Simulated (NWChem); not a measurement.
# methanol (CH₄O); SMILES CO

```xyz
6

C     -0.0103    -0.6495     0.0000
O     -0.0878     0.7457     0.0000
H      0.4975    -1.0609    -0.8949
H     -1.0381    -1.0424     0.0000
H      0.4975    -1.0609     0.8949
H      0.8077     1.0959     0.0000
```
Atoms are numbered in this order, from 1.

Results from NWChem. All runs use the structure optimised with PBE0/def2-SVP.

Q: Order these by “orbital gap (eV)”, lowest first: PBE/pcseg-2; PBE/pcseg-1; PBE/aug-pcseg-1; PBE/3-21G.

A: PBE/aug-pcseg-1 (5.63), PBE/pcseg-2 (6.03), PBE/pcseg-1 (6.54), PBE/3-21G (7.24)
